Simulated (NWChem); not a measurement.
Spin states of Na (+1)

```xyz
1

Na     0.0000     0.0000     0.0000
```
Charge +1, spin multiplicity 1.

Program: NWChem.

Basis set: def2-TZVP. The gap is E(triplet) − E(singlet), so a negative value puts the higher spin lower. Open shells are unrestricted, coupled cluster uses restricted open-shell references, and the singlet is the closed-shell solution. The triplet is the single determinant that the SCF runs reached, with unpaired electrons in orbitals of symmetry ag and b3u (D2h labels); it need not be the lowest triplet, which in molecules with degenerate π orbitals can need several determinants. Where the lowest singlet needs several determinants, the single determinant used here isn't a pure state and places it wrongly.

The correlated methods keep 1 core orbital frozen. B3LYP has NWChem's definition, with VWN1-RPA local correlation. The stability of the SCF solutions was not checked. Open-shell Hartree-Fock references start from PBE0 orbitals. Coupled-cluster values serve here as a point of comparison, not as the truth.

```
method      vertical singlet-triplet gap (kcal/mol)
----------  ---------------------------------------
CR-CCSD(T)                                    767.0
B2PLYP                                            …
BP86                                              …
PBE                                           773.7
B3LYP                                         775.9
TPSS                                              …
CCSD(T)                                       767.1
MP2                                           769.8
HF                                                …
```

### Question
Fill in the missing entries.

### Answer

- B2PLYP, vertical singlet-triplet gap (kcal/mol): 772.5
- BP86, vertical singlet-triplet gap (kcal/mol): 777.1
- TPSS, vertical singlet-triplet gap (kcal/mol): 774.5
- HF, vertical singlet-triplet gap (kcal/mol): 743.2
